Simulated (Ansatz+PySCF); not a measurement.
The numbers below are computed, except where a source is named.
This PySCF input gave a total energy of -149.62101 hartree.

```python
from pyscf import gto, scf

mol = gto.M(atom="""
O 0.000000 0.000000 -0.119660
H 0.000000 0.754170 0.478650
H 0.000000 -0.754170 0.478650
O 10.000000 0.000000 -0.119660
H 10.000000 0.754170 0.478650
H 10.000000 -0.754170 0.478650
""", basis='sto-3g', charge=1, spin=1)
mf = scf.UHF(mol)
mf.init_guess = '1e'
mf.kernel()
while True:  # follow internal instabilities
    mo, _, stable, _ = mf.stability(return_status=True)
    if stable: break
    mf.kernel(mf.make_rdm1(mo, mf.mo_occ))
print(mf.converged, mf.e_tot, mf.spin_square()[0])
```

Problem. Write an input for Ansatz with the same method and basis set.

Solution.

```yaml
crystal:
  periodic: [false, false, false]
  atoms:
    - { symbol: O, position_ang: [0.0, 0.0, -0.11966] }
    - { symbol: H, position_ang: [0.0, 0.75417, 0.47865] }
    - { symbol: H, position_ang: [0.0, -0.75417, 0.47865] }
    - { symbol: O, position_ang: [10.0, 0.0, -0.11966] }
    - { symbol: H, position_ang: [10.0, 0.75417, 0.47865] }
    - { symbol: H, position_ang: [10.0, -0.75417, 0.47865] }
basis:
  gaussian: { orbitals: STO-3G }
total_charge: 1
magnetization:
  spin_polarized: true
  initial_magnetization: 1
hamiltonian:
  xc: hf
```

Ansatz (development build ahead of 0.2.0) gave -149.62101 hartree, 0.00 meV from the first. Caution: the charge can sit on one fragment and break the point group; the determinant breaks the point group.
